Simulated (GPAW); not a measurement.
# AlNH3S (SMILES [NH2][Al][SH]) at USVWN5/dzp (scalar-relativistic datasets)

Wanted: the energy along one coordinate of AlNH3S. The job is set up through an ASE script.

The results are computed with GPAW 26.7.0.

6 further runs of the same task are left out: 2 that didn't finish, 4 set aside as unsound or not needed.

### 1 The structure to begin with

AlNH3S has 6 atoms, charge 0, and is taken as a doublet. SMILES: `[NH2][Al][SH]`. The shape is that of a PBE0-D4/def2-TZVP optimisation. This is one conformer, not always the lowest.

Bond lengths: N1–Al2 1.770 Å, Al2–S3 2.208 Å, N1–H4 1.009 Å, N1–H5 1.007 Å, S3–H6 1.343 Å. Angles: N1–Al2–S3 115.8°, Al2–N1–H4 125.1°, Al2–N1–H5 124.5°, Al2–S3–H6 93.4°, H4–N1–H5 110.4°.

### 2 An energy scan at USVWN5/dzp (scalar-relativistic datasets)

The input, gs.xyz:

```xyz
6

N     -0.909500     0.196700    -0.977100
Al     0.142900    -0.793800     0.045400
S      1.372100     0.308200     1.511800
H     -0.980700     1.201900    -0.933300
H     -1.523300    -0.168400    -1.686700
H      1.940700    -0.808600     1.993700
```

The input, calc.py:

```python
from ase.io import Trajectory, read
from gpaw import GPAW, setup_paths
from gpaw.atom.configurations import parameters
from gpaw.atom.generator import Generator

mol = read('gs.xyz')
mol.center(vacuum=5.0)
mol.set_initial_magnetic_moments([0.333333, 0.333333, 0.333333, 0.0, 0.0, 0.0])

for symbol in ['Al', 'H', 'N', 'S']:
    Generator(symbol, xcname='LDA_X+LDA_C_VWN', scalarrel=True, nofiles=True, txt=None).run(**parameters[symbol])
setup_paths.insert(0, '.')

gpaw_calc = GPAW(mode='lcao',
                 occupations={'name': 'fermi-dirac', 'width': 0.0, 'fixmagmom': True},
                 symmetry='off',
                 xc='LDA_X+LDA_C_VWN',
                 basis='dzp',
                 h=0.2,
                 maxiter=100,
                 txt='gs.txt')
mol.calc = gpaw_calc

traj = Trajectory('scan.traj', 'w')
energies = []
for value in [0.0, 30.0, 60.0, 90.0, 120.0, 150.0, 180.0, 210.0, 240.0, 270.0, 300.0, 330.0]:
    mol.set_dihedral(3, 0, 1, 2, value, indices=[1, 2, 5])
    energies.append(mol.get_potential_energy())
    mol.get_forces()
    traj.write(mol)
    print(f'{value:8.3f} {energies[-1]:12.5f} {mol.get_magnetic_moments().round(2)}')

print('Relative energies (eV):', [round(e - min(energies), 3) for e in energies])
```

On the command line:

```
$ OMP_NUM_THREADS=1 python calc.py
```

Log:

```text
0.000    -26.37422 [ 0.02  0.22  0.07  0.01 -0.    0.  ]
  30.000    -26.32506 [ 0.02  0.22  0.08  0.01 -0.    0.  ]
  60.000    -26.21328 [ 0.04  0.21  0.08  0.   -0.    0.  ]
  90.000    -26.14741 [0.05 0.2  0.09 0.   0.   0.  ]
 120.000    -26.21425 [ 0.04  0.21  0.08 -0.    0.    0.  ]
 150.000    -26.32666 [ 0.02  0.22  0.08 -0.    0.    0.  ]
 180.000    -26.37590 [ 0.02  0.22  0.07 -0.    0.01  0.  ]
 210.000    -26.32635 [ 0.02  0.22  0.08 -0.    0.    0.  ]
 240.000    -26.21331 [ 0.04  0.21  0.08 -0.    0.    0.  ]
 270.000    -26.14735 [0.05 0.2  0.09 0.   0.   0.  ]
 300.000    -26.21357 [ 0.04  0.21  0.08  0.   -0.    0.  ]
 330.000    -26.32556 [ 0.02  0.22  0.08  0.01 -0.    0.  ]
Relative energies (eV): [np.float64(0.002), np.float64(0.051), np.float64(0.163), np.float64(0.228), np.float64(0.162), np.float64(0.049), np.float64(0.0), np.float64(0.05), np.float64(0.163), np.float64(0.229), np.float64(0.162), np.float64(0.05)]
```

gs.txt:

```text
__  _  _
 | _ |_)|_||  |
 |__||  | ||/\| - 26.7.0

units:  Angstrom and eV
cores:  1
OpenMP: False

Versions:
  Python: 3.12.14
  ASE:    3.29.0
  Numpy:  2.5.5
  Scipy:  1.18.1
  Libxc:  7.0.0

Input parameters:
  mode=LCAO(),
  basis={'default': 'dzp'},
  h=0.2,
  maxiter=100,
  occupations=Occupations(name='fermi-dirac', width=0.0, fixmagmom=True),
  symmetry=Symmetry(point_group=False, time_reversal=False),
  xc=XC(name='LDA_X+LDA_C_VWN')
        .--------------------------------.
       /|                                |
      / |                                |
     /  |                                |
    /   |                                |
   /    |                                |
  /     |                                |
 *      |                                |
 |      |                                |
 |      |                                |
 |      |               SH               |
 |      |                                |
 |      |                                |
 |      |         NHAl                   |
 |      |        H                       |
 |      |                                |
 |      |                                |
 |      .--------------------------------.
 |     /                                /
 |    /                                /
 |   /                                /
 |  /                                /
 | /                                /
 |/                                /
 *--------------------------------*

Atoms  # Å, Bohr magnetons
|   | symbol |        x |        y |        z |    initial magnetic moments |
|---|--------|----------|----------|----------|-----------------------------|
| 0 |      N | 5.613800 | 6.005300 | 5.709600 | ( 0.0000,  0.0000,  0.3333) |
| 1 |     Al | 6.666200 | 5.014800 | 6.732100 | ( 0.0000,  0.0000,  0.3333) |
| 2 |      S | 7.895452 | 6.116806 | 8.198452 | ( 0.0000,  0.0000,  0.3333) |
| 3 |      H | 5.542600 | 7.010500 | 5.753400 | ( 0.0000,  0.0000,  0.0000) |
| 4 |      H | 5.000000 | 5.640200 | 5.000000 | ( 0.0000,  0.0000,  0.0000) |
| 5 |      H | 8.464039 | 5.000004 | 8.680364 | ( 0.0000,  0.0000,  0.0000) |

Unit cell  # Å
| periodic |         x |         y |         z |   lengths |    angles |
|----------|-----------|-----------|-----------|-----------|-----------|
|       no | 13.464000 |  0.000000 |  0.000000 | 13.464000 | 90.000000 |
|       no |  0.000000 | 12.010500 |  0.000000 | 12.010500 | 90.000000 |
|       no |  0.000000 |  0.000000 | 13.680400 | 13.680400 | 90.000000 |

Number of symmetries: 1
Symmetry operations  # r_c * U_cc + t_c -> r_c
|   | kind |            matrix            |
|---|------|------------------------------|
| 0 |  E   |  1, 0, 0,  0, 1, 0,  0, 0, 1 |

BZ-sampling:
  Number of BZ points: 1
  Number of IBZ points: 1

  Monkhorst-Pack size: [1, 1, 1]
  Monkhorst-Pack shift: [0, 0, 0]

K-points  # in reciprocal-cell coordinates
|   |                                coordinates |     weight |
|---|--------------------------------------------|------------|
| 0 | (  0.00000000,   0.00000000,   0.00000000) | 1.00000000 |

basis functions: 54
Spin-components: 2 (collinear spins)
Bands:           15
Projectors:      24
Spin-degeneracy: 1
Datatype:        <class 'float'>

  Storage: CPU
  Wave functions: 12_960 bytes (12_960 per core)

Parallelization:
  kpt:    1
  domain: 1
  band:   1

Density:
  Valence electrons: 17.0
  Components: 2
  Grid points: [68 60 68]
  Charge: 0.0  # |e|

Potential:
  Grid points: [68 60 68]

species:
  N:
    name:    Nitrogen
    Z:       7.0
    valence: 5
    core:    2
    charge:  0.0  # [|e|]
    file:    N.LDA_X+LDA_C_VWN
    compensation charges:
      type: gauss
      rc: 0.18  # [Å]
      lmax: 2
    cutoffs:
      filter: 1.11  # [Å]
      core: 0.96  # [Å]
    projectors
    | kind |    occ | energy [eV] | rcut [Å] |
    |------|--------|-------------|----------|
    |   2s |  2.000 |     -18.423 |    0.603 |
    |   2p |  3.000 |      -7.240 |    0.529 |
    |    s |        |       8.789 |    0.603 |
    |    p |        |      19.972 |    0.529 |
    |    d |        |       0.000 |    0.577 |

    LCAO basis set for N:
      Name: dzp
      File: N.dzp.basis.gz
      Number of radial functions: 5
      Number of spherical harmonics: 13
        l=0, rc=4.8594 Bohr: 2s-sz confined orbital
        l=1, rc=6.0625 Bohr: 2p-sz confined orbital
        l=0, rc=2.6094 Bohr: 2s-dz split-valence wave
        l=1, rc=3.2656 Bohr: 2p-dz split-valence wave
        l=2, rc=6.0625 Bohr: d-type Gaussian polarization
      Number of RI-basis functions 0

  Al:
    name:    Aluminium
    Z:       13.0
    valence: 3
    core:    10
    charge:  0.0  # [|e|]
    file:    Al.LDA_X+LDA_C_VWN
    compensation charges:
      type: gauss
      rc: 0.34  # [Å]
      lmax: 2
    cutoffs:
      filter: 1.91  # [Å]
      core: 2.36  # [Å]
    projectors
    | kind |    occ | energy [eV] | rcut [Å] |
    |------|--------|-------------|----------|
    |   3s |  2.000 |      -7.829 |    1.085 |
    |   3p |  1.000 |      -2.782 |    1.085 |
    |    s |        |      19.382 |    1.085 |
    |    p |        |      24.429 |    1.085 |
    |    d |        |       0.000 |    1.085 |

    LCAO basis set for Al:
      Name: dzp
      File: Al.dzp.basis.gz
      Number of radial functions: 5
      Number of spherical harmonics: 13
        l=0, rc=7.8750 Bohr: 3s-sz confined orbital
        l=1, rc=10.4219 Bohr: 3p-sz confined orbital
        l=0, rc=4.6094 Bohr: 3s-dz split-valence wave
        l=1, rc=6.2812 Bohr: 3p-dz split-valence wave
        l=2, rc=10.4219 Bohr: d-type Gaussian polarization
      Number of RI-basis functions 0

  S:
    name:    Sulfur
    Z:       16.0
    valence: 6
    core:    10
    charge:  0.0  # [|e|]
    file:    S.LDA_X+LDA_C_VWN
    compensation charges:
      type: gauss
      rc: 0.24  # [Å]
      lmax: 2
    cutoffs:
      filter: 1.77  # [Å]
      core: 1.66  # [Å]
    projectors
    | kind |    occ | energy [eV] | rcut [Å] |
    |------|--------|-------------|----------|
    |   3s |  2.000 |     -17.280 |    0.974 |
    |   3p |  4.000 |      -7.107 |    0.979 |
    |    s |        |       9.931 |    0.974 |
    |    p |        |      20.104 |    0.979 |
    |    d |        |       0.000 |    0.900 |

    LCAO basis set for S:
      Name: dzp
      File: S.dzp.basis.gz
      Number of radial functions: 5
      Number of spherical harmonics: 13
        l=0, rc=5.5156 Bohr: 3s-sz confined orbital
        l=1, rc=6.9375 Bohr: 3p-sz confined orbital
        l=0, rc=3.0469 Bohr: 3s-dz split-valence wave
        l=1, rc=3.9375 Bohr: 3p-dz split-valence wave
        l=2, rc=6.9375 Bohr: d-type Gaussian polarization
      Number of RI-basis functions 0

  H:
    name:    Hydrogen
    Z:       1.0
    valence: 1
    core:    0
    charge:  0.0  # [|e|]
    file:    H.LDA_X+LDA_C_VWN
    compensation charges:
      type: gauss
      rc: 0.15  # [Å]
      lmax: 2
    cutoffs:
      filter: 0.85  # [Å]
      core: 0.53  # [Å]
    projectors
    | kind |    occ | energy [eV] | rcut [Å] |
    |------|--------|-------------|----------|
    |   1s |  1.000 |      -6.354 |    0.476 |
    |    s |        |      20.858 |    0.476 |
    |    p |        |       0.000 |    0.476 |

    LCAO basis set for H:
      Name: dzp
      File: H.dzp.basis.gz
      Number of radial functions: 3
      Number of spherical harmonics: 5
        l=0, rc=6.4219 Bohr: 1s-sz confined orbital
        l=0, rc=3.6094 Bohr: 1s-dz split-valence wave
        l=1, rc=6.4219 Bohr: p-type Gaussian polarization
      Number of RI-basis functions 0

Reference energy: -18910.583988  # eV

eigensolver:
  <gpaw.new.lcao.eigensolver.LCAOEigensolver object at 0x7f2f21494ef0>
density mixing:
  MSR1-Mixer
  Pratt-step length: 0.05
  Maximum mixing coefficient: 0.75
  Old densities: 10
  SVD Regularization: 0.005
  Good broyden scale: 1.0
  Trust region scale: 1.0
  Backstep threshold: 4.0
  History deletion threshold: 6.0
  Fourier metri
[... cut ...]
-----|---------------|-----------|
|          0 |       -20.400 |     1.000 |       -20.300 |     1.000 |
|          1 |       -17.633 |     1.000 |       -17.515 |     1.000 |
|          2 |       -11.802 |     1.000 |       -11.736 |     1.000 |
|          3 |       -10.822 |     1.000 |       -10.642 |     1.000 |
|          4 |        -9.545 |     1.000 |        -9.444 |     1.000 |
|          5 |        -7.922 |     1.000 |        -7.652 |     1.000 |
[... 7 lines of this table left out ...]
|         13 |         2.927 |     0.000 |         3.018 |     0.000 |
|         14 |         3.057 |     0.000 |         3.260 |     0.000 |

Gap: 1.629 eV
Transition (v -> c):
  (s=1, k=0, n=7, [0.00, 0.00, 0.00]) -> (s=0, k=0, n=8, [0.00, 0.00, 0.00])
No difference between direct/indirect transitions
vacuum-level: 0.000  # V

Forces  # eV/Ang
|        x |        y |        z |
|----------|----------|----------|
|  0.80217 | -0.29826 |  0.63033 |  # N    0
|  0.11343 | -0.41898 |  0.09140 |  # Al   1
| -0.09986 |  0.60439 | -0.48087 |  # S    2
| -0.00807 |  1.10974 |  0.01710 |  # H    3
| -0.80742 | -0.48581 | -0.66202 |  # H    4
|  0.17165 | -0.49349 |  0.56387 |  # H    5

Force computation time: 1.100  # s
        .--------------------------------.
       /|                                |
      / |                                |
     /  |                                |
    /   |                                |
   /    |                                |
  /     |                                |
 *      |                                |
 |      |                                |
 |      |                                |
 |      |                                |
 |      |                SH              |
 |      |                                |
 |      |         NHAl                   |
 |      |        H                       |
 |      |                                |
 |      |                                |
 |      .--------------------------------.
 |     /                                /
 |    /                                /
 |   /                                /
 |  /                                /
 | /                                /
 |/                                /
 *--------------------------------*

Atoms  # Å, Bohr magnetons
|   | symbol |        x |        y |        z |    initial magnetic moments |
|---|--------|----------|----------|----------|-----------------------------|
| 0 |      N | 5.613800 | 6.005300 | 5.709600 | ( 0.0000,  0.0000,  0.0403) |
| 1 |     Al | 6.666200 | 5.014800 | 6.732100 | ( 0.0000,  0.0000,  0.2052) |
| 2 |      S | 8.535757 | 5.977977 | 7.404940 | ( 0.0000,  0.0000,  0.0831) |
| 3 |      H | 5.542600 | 7.010500 | 5.753400 | ( 0.0000,  0.0000,  0.0030) |
| 4 |      H | 5.000000 | 5.640200 | 5.000000 | ( 0.0000,  0.0000, -0.0005) |
| 5 |      H | 8.939316 | 4.896802 | 8.091216 | ( 0.0000,  0.0000,  0.0006) |

Unit cell  # Å
| periodic |         x |         y |         z |   lengths |    angles |
|----------|-----------|-----------|-----------|-----------|-----------|
|       no | 13.464000 |  0.000000 |  0.000000 | 13.464000 | 90.000000 |
|       no |  0.000000 | 12.010500 |  0.000000 | 12.010500 | 90.000000 |
|       no |  0.000000 |  0.000000 | 13.680400 | 13.680400 | 90.000000 |

Initialization done in: 4.119 s

convergence criteria:
- Maximum [total energy] change in last 3 cyles: 0.0005 eV / valence electron
- Maximum integral of absolute [dens]ity change: 0.0001 electrons / valence electron
- Maximum integral of absolute [eigenst]ate change: 4e-08 eV^2 / valence electron
maximum number of iterations: 100

SCF iterations
|iter     |     time |      energy | eigst |  dens |  magmom |
|---------|----------|-------------|-------|-------|---------|
|iter:   1| 00:08:47 |  -26.846134 |      c|       |  +1.0027|
|iter:   2| 00:08:50 |  -26.700909 |      c| -1.05 |  +1.0026|
|iter:   3| 00:08:53 |  -26.403403 |      c| -1.11 |  +1.0020|
|iter:   4| 00:08:57 |  -26.332464 |      c| -1.34 |  +1.0012|
|iter:   5| 00:09:01 |  -26.325420 |      c| -1.61 |  +1.0004|
|iter:   6| 00:09:04 |  -26.325476c|      c| -2.00 |  +1.0001|
|iter:   7| 00:09:08 |  -26.325546c|      c| -2.59 |  +1.0000|
|iter:   8| 00:09:12 |  -26.325560c|      c| -3.01 |  +1.0000|
|iter:   9| 00:09:16 |  -26.325561c|      c| -3.52 |  +1.0000|
|iter:  10| 00:09:20 |  -26.325561c|      c| -3.95 |  +1.0000|
|iter:  11| 00:09:24 |  -26.325561c|      c| -4.53c|  +1.0000|

Converged in 11 steps
SCF loop duration: 37.456 s (3.405 s/step)
Energy contributions relative to reference atoms: (reference = -18910.583988)

Energy contributions:
  Kinetic:          27.607311
  Coulomb:         -26.962206
  Zero:              0.383761
  External:          0.000000
  Xc:              -27.354427
  Entropy:           0.000000
  Spinorbit:         0.000000
  ----------------------------
  Free energy:     -26.325561
  Extrapolated:    -26.325561

dipole moment: (-0.242434, -0.067816, -0.090659)  # |e|*Ang

Total magnetic moment: (0.000000, 0.000000, 1.000001)

Local magnetic moments
|        x |        y |         z |
|----------|----------|-----------|
| 0.000000 | 0.000000 |  0.024225 |  # N    0
| 0.000000 | 0.000000 |  0.216815 |  # Al   1
| 0.000000 | 0.000000 |  0.075886 |  # S    2
| 0.000000 | 0.000000 |  0.005016 |  # H    3
| 0.000000 | 0.000000 | -0.000466 |  # H    4
| 0.000000 | 0.000000 |  0.001245 |  # H    5

Fermi levels: -4.434, -3.234
Eigenvalues  # (at kpt = [0.000, 0.000, 0.000])
| band index |      eig [eV] | occ [0-1] |      eig [eV] | occ [0-1] |
|------------|---------------|-----------|---------------|-----------|
|          0 |       -20.413 |     1.000 |       -20.350 |     1.000 |
|          1 |       -17.644 |     1.000 |       -17.535 |     1.000 |
|          2 |       -11.819 |     1.000 |       -11.766 |     1.000 |
|          3 |       -10.835 |     1.000 |       -10.653 |     1.000 |
|          4 |        -9.551 |     1.000 |        -9.459 |     1.000 |
|          5 |        -7.926 |     1.000 |        -7.664 |     1.000 |
[... 7 lines of this table left out ...]
|         13 |         2.882 |     0.000 |         2.993 |     0.000 |
|         14 |         3.041 |     0.000 |         3.264 |     0.000 |

Gap: 1.395 eV
Transition (v -> c):
  (s=1, k=0, n=7, [0.00, 0.00, 0.00]) -> (s=0, k=0, n=8, [0.00, 0.00, 0.00])
No difference between direct/indirect transitions
vacuum-level: 0.000  # V

Forces  # eV/Ang
|        x |        y |        z |
|----------|----------|----------|
|  0.80492 | -0.41993 |  0.73613 |  # N    0
|  0.12718 | -0.29892 | -0.02734 |  # Al   1
| -0.18094 |  0.70431 | -0.36739 |  # S    2
| -0.00050 |  1.12288 |  0.03433 |  # H    3
| -0.76015 | -0.48585 | -0.67256 |  # H    4
|  0.17808 | -0.58589 |  0.41783 |  # H    5

Force computation time: 1.153  # s

timing:  # [seconds]
  Total:  565.592  # ━━━━━━━━━━━━━━━━━━━━━━━━━━━━━━━━━━━━━━━━━━━━━━━━━━━━━━━━
  Init:    27.348  # ━━╸
  SCF:    476.542  # ━━━━━━━━━━━━━━━━━━━━━━━━━━━━━━━━━━━━━━━━━━━━━━━
  Forces:  13.840  # ━╸
  Move:    47.207  # ━━━━╸
```

It took 9.5 min on 1 thread of AMD EPYC (Zen 3), shared host; peak memory 0.9 GiB.

The scan, from its lowest point:

| H4–N1–Al2–S3 (°) | energy (kJ/mol) |
| --- | --- |
| 0.000 | 0.2 |
| 30.000 | 4.9 |
| 60.000 | 15.7 |
| 90.000 | 22.0 |
| 120.000 | 15.6 |
| 150.000 | 4.8 |
| 180.000 | 0.0 |
| 210.000 | 4.8 |
| 240.000 | 15.7 |
| 270.000 | 22.1 |
| 300.000 | 15.7 |
| 330.000 | 4.9 |
